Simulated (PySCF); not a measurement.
PySCF input (HF/def2-TZVPD):

```python
from pyscf import gto, scf, dft

mol = gto.M(
    atom='''
    O     0.08242012   -0.65307308   -0.27251841
    C     0.05944358    0.81611492    0.02420122
    C     1.27962424   -1.22791635    0.11217570
    C    -1.41575988    1.14327758    0.16617260
    H     0.38802558    1.28228298   -0.93384472
    H     1.20119300   -2.32198246   -0.00706601
    H     2.13924714   -0.88864672   -0.50001802
    H     1.53362274   -0.98388112    1.15823764
    H    -2.08405563    0.76161145   -0.64762280
    H    -1.83735447    0.75179719    1.10337251
    H    -1.53988680    2.23454646    0.19179143
    ''',
    basis='def2-tzvpd',
    charge=-1,
    spin=0,
    verbose=4,
)

mf = scf.RHF(mol).density_fit(auxbasis='def2-universal-jkfit')
mf.conv_tol = 1e-9
mf.max_cycle = 100
mf.max_memory = 1500
mf.kernel()
if not mf.converged:
    mf = mf.newton()
    mf.kernel(mf.make_rdm1())
mf.analyze()
```

Output:

```
PySCF version 2.14.0

[INPUT] verbose = 4
[INPUT] num. atoms = 11
[INPUT] num. electrons = 34
[INPUT] charge = -1
[INPUT] spin (= nelec alpha-beta = 2S) = 0
[INPUT] symmetry False subgroup None
[INPUT] Mole.unit = angstrom
[INPUT] Symbol           X                Y                Z      unit          X                Y                Z       unit  Magmom
[INPUT]  1 O      0.082420120000  -0.653073080000  -0.272518410000 AA    0.155751453954  -1.234129260526  -0.514985158802 Bohr   0.0
[INPUT]  2 C      0.059443580000   0.816114920000   0.024201220000 AA    0.112332086064   1.542233684971   0.045733677680 Bohr   0.0
[INPUT]  3 C      1.279624240000  -1.227916350000   0.112175700000 AA    2.418139355955  -2.320425605376   0.211981350831 Bohr   0.0
[INPUT]  4 C     -1.415759880000   1.143277580000   0.166172600000 AA   -2.675398431347   2.160481510556   0.314020703407 Bohr   0.0
[INPUT]  5 H      0.388025580000   1.282282980000  -0.933844720000 AA    0.733262075526   2.423163646391  -1.764710763671 Bohr   0.0
[INPUT]  6 H      1.201193000000  -2.321982460000  -0.007066010000 AA    2.269925792745  -4.387910915444  -0.013352823693 Bohr   0.0
[INPUT]  7 H      2.139247140000  -0.888646720000  -0.500018020000 AA    4.042591207359  -1.679298922293  -0.944897115147 Bohr   0.0
[INPUT]  8 H      1.533622740000  -0.983881120000   1.158237640000 AA    2.898126957005  -1.859265855930   2.188751926763 Bohr   0.0
[INPUT]  9 H     -2.084055630000   0.761611450000  -0.647622800000 AA   -3.938294369058   1.439237053833  -1.223829724024 Bohr   0.0
[INPUT] 10 H     -1.837354470000   0.751797190000   1.103372510000 AA   -3.472096742045   1.420690790318   2.085071857274 Bohr   0.0
[INPUT] 11 H     -1.539886800000   2.234546460000   0.191791430000 AA   -2.909964314833   4.222680822016   0.362433275739 Bohr   0.0

nuclear repulsion = 123.459347854377
number of shells = 88
number of NR pGTOs = 288
number of NR cGTOs = 214
basis = def2-tzvpd
ecp = {}

******** <class 'pyscf.df.df_jk.DFRHF'> ********
method = DFRHF
initial guess = minao
damping factor = 0
level_shift factor = 0
DIIS = <class 'pyscf.scf.diis.CDIIS'>
diis_start_cycle = 1
diis_space = 8
diis_damp = 0
SCF conv_tol = 1e-09
SCF conv_tol_grad = None
SCF max_cycles = 100
direct_scf = False
Set gradient conv threshold to 3.16228e-05
Initial guess from minao.
******** <class 'pyscf.df.df.DF'> ********
auxbasis = def2-universal-jkfit
init E= -192.746276477316
  HOMO = -0.139742798523717  LUMO = 0.0570696422377255  gap/eV = 5.35554
cycle= 1 E= -192.405867645572  delta_E= 0.34  |g|= 0.571  |ddm|= 2.78
  HOMO = 0.0199291656802174  LUMO = 0.197227253066515  gap/eV = 4.82453
cycle= 2 E= -192.46451086998  delta_E= -0.0586  |g|= 0.381  |ddm|= 4.61
  HOMO = -0.0402636866942068  LUMO = 0.199243648352772  gap/eV = 6.51733
cycle= 3 E= -192.491749189806  delta_E= -0.0272  |g|= 0.0642  |ddm|= 1.19
  HOMO = -0.0480818937929293  LUMO = 0.200281056028839  gap/eV = 6.75830
cycle= 4 E= -192.493304855796  delta_E= -0.00156  |g|= 0.0156  |ddm|= 0.623
  HOMO = -0.0445188252574766  LUMO = 0.20008805797494  gap/eV = 6.65609
cycle= 5 E= -192.493454975931  delta_E= -0.00015  |g|= 0.00694  |ddm|= 0.29
  HOMO = -0.0454571358527502  LUMO = 0.200098640807616  gap/eV = 6.68191
cycle= 6 E= -192.493492815463  delta_E= -3.78e-05  |g|= 0.00242  |ddm|= 0.153
  HOMO = -0.0451570289130032  LUMO = 0.200086808925032  gap/eV = 6.67342
[...]
cycle= 12 E= -192.493504178858  delta_E= -1.61e-10  |g|= 3.93e-06  |ddm|= 0.000617
  HOMO = -0.0452723299364344  LUMO = 0.200065646844754  gap/eV = 6.67599
Extra cycle  E= -192.493504178869  delta_E= -1.09e-11  |g|= 2.03e-06  |ddm|= 6.42e-05
converged SCF energy = -192.493504178869
**** SCF Summaries ****
Total Energy =                        -192.493504178868818
Nuclear Repulsion Energy =             123.459347854377157
One-electron Energy =                 -513.253785539612636
Two-electron Energy =                  197.300933506366675
Two-electron Coulomb Energy =          223.731373220847303
DFT Exchange-Correlation Energy =      -26.430439714480627
HOMO-LUMO gap [eV] =                     6.675986391558711
**** MO energy ****
MO #1   energy= -20.3300498901248  occ= 2
MO #2   energy= -11.0805934195231  occ= 2
MO #3   energy= -11.0132423025087  occ= 2
MO #4   energy= -10.9881802373428  occ= 2
MO #5   energy= -1.13439896377686  occ= 2
MO #6   energy= -0.78578724891852  occ= 2
MO #7   energy= -0.706913643027349 occ= 2
MO #8   energy= -0.564348357454076 occ= 2
MO #9   energy= -0.434418695325905 occ= 2
MO #10  energy= -0.418504576878168 occ= 2
MO #11  energy= -0.400834295462379 occ= 2
MO #12  energy= -0.352808439016265 occ= 2
MO #13  energy= -0.322111457843672 occ= 2
MO #14  energy= -0.283381056856916 occ= 2
MO #15  energy= -0.263624539641966 occ= 2
MO #16  energy= -0.201489565629949 occ= 2
MO #17  energy= -0.0452723299364344 occ= 2
MO #18  energy= 0.200065646844754  occ= 0
MO #19  energy= 0.218703257585882  occ= 0
MO #20  energy= 0.246341152547554  occ= 0
MO #21  energy= 0.251553812287169  occ= 0
MO #22  energy= 0.26703941425922   occ= 0
MO #23  energy= 0.27966717007783   occ= 0
MO #24  energy= 0.303538671267526  occ= 0
MO #25  energy= 0.321039821120065  occ= 0
MO #26  energy= 0.322937388207354  occ= 0
MO #27  energy= 0.333615629048503  occ= 0
MO #28  energy= 0.346376903075402  occ= 0
MO #29  energy= 0.360102755128773  occ= 0
MO #30  energy= 0.372225419180448  occ= 0
MO #31  energy= 0.380154655639879  occ= 0
MO #32  energy= 0.394862746708587  occ= 0
MO #33  energy= 0.414435250851865  occ= 0
MO #34  energy= 0.42257465094947   occ= 0
MO #35  energy= 0.443722483533047  occ= 0
MO #36  energy= 0.451410151146851  occ= 0
MO #37  energy= 0.45815866826396   occ= 0
MO #38  energy= 0.47376726886087   occ= 0
MO #39  energy= 0.482954836419928  occ= 0
MO #40  energy= 0.495605419102955  occ= 0
MO #41  energy= 0.507986806147573  occ= 0
MO #42  energy= 0.525206562616207  occ= 0
MO #43  energy= 0.533059244558058  occ= 0
MO #44  energy= 0.537735608758275  occ= 0
MO #45  energy= 0.542208271005679  occ= 0
MO #46  energy= 0.544748811902639  occ= 0
MO #47  energy= 0.555156760614647  occ= 0
MO #48  energy= 0.562218855174087  occ= 0
MO #49  energy= 0.570797919671406  occ= 0
MO #50  energy= 0.579635020271931  occ= 0
MO #51  energy= 0.579966155226544  occ= 0
MO #52  energy= 0.588482051666739  occ= 0
MO #53  energy= 0.599901854600899  occ= 0
MO #54  energy= 0.602615238263619  occ= 0
MO #55  energy= 0.610180088602359  occ= 0
MO #56  energy= 0.61701953973224   occ= 0
MO #57  energy= 0.627336852978688  occ= 0
MO #58  energy= 0.639776193679115  occ= 0
MO #59  energy= 0.647235130533791  occ= 0
MO #60  energy= 0.665282509390993  occ= 0
MO #61  energy= 0.670665775430024  occ= 0
MO #62  energy= 0.686451015672515  occ= 0
MO #63  energy= 0.699306518664377  occ= 0
MO #64  energy= 0.704923036526951  occ= 0
MO #65  energy= 0.709701048712691  occ= 0
MO #66  energy= 0.735453757275785  occ= 0
MO #67  energy= 0.736710564303445  occ= 0
MO #68  energy= 0.742739219205935  occ= 0
MO #69  energy= 0.763774038319444  occ= 0
MO #70  energy= 0.775486958552356  occ= 0
MO #71  energy= 0.787434676136098  occ= 0
MO #72  energy= 0.830780481337431  occ= 0
MO #73  energy= 0.852553006341456  occ= 0
MO #74  energy= 0.877115298393845  occ= 0
MO #75  energy= 0.89442381116919   occ= 0
MO #76  energy= 0.913305216301666  occ= 0
MO #77  energy= 0.927100104631461  occ= 0
MO #78  energy= 0.93756372568208   occ= 0
MO #79  energy= 0.97399105669376   occ= 0
MO #80  energy= 0.98191741992315   occ= 0
MO #81  energy= 0.993065586237805  occ= 0
MO #82  energy= 1.01791517757516   occ= 0
MO #83  energy= 1.043383350852     occ= 0
MO #84  energy= 1.04560045256254   occ= 0
MO #85  energy= 1.05983129912236   occ= 0
MO #86  energy= 1.06980887014723   occ= 0
MO #87  energy= 1.08905072946187   occ= 0
MO #88  energy= 1.092517683505     occ= 0
MO #89  energy= 1.1074669032272    occ= 0
MO #90  energy= 1.11300123236449   occ= 0
MO #91  energy= 1.13731954959993   occ= 0
MO #92  energy= 1.18468552959108   occ= 0
MO #93  energy= 1.22149435480579   occ= 0
MO #94  energy= 1.24191525148935   occ= 0
MO #95  energy= 1.27629760345346   occ= 0
MO #96  energy= 1.32685663074117   occ= 0
MO #97  energy= 1.35156655929583   occ= 0
MO #98  energy= 1.36160336395877   occ= 0
MO #99  energy= 1.39513425650961   occ= 0
MO #100 energy= 1.40824295006999   occ= 0
MO #101 energy= 1.4412189182739    occ= 0
MO #102 energy= 1.48818082010892   occ= 0
MO #103 energy= 1.50683434887425   occ= 0
MO #104 energy= 1.53158457111789   occ= 0
MO #105 energy= 1.58310722673857   occ= 0
MO #106 energy= 1.60173835592765   occ= 0
MO #107 energy= 1.62748246668611   occ= 0
[...]
```

It need not be the lowest isomer of its formula. Whether it binds its extra electron was not tested at this geometry.
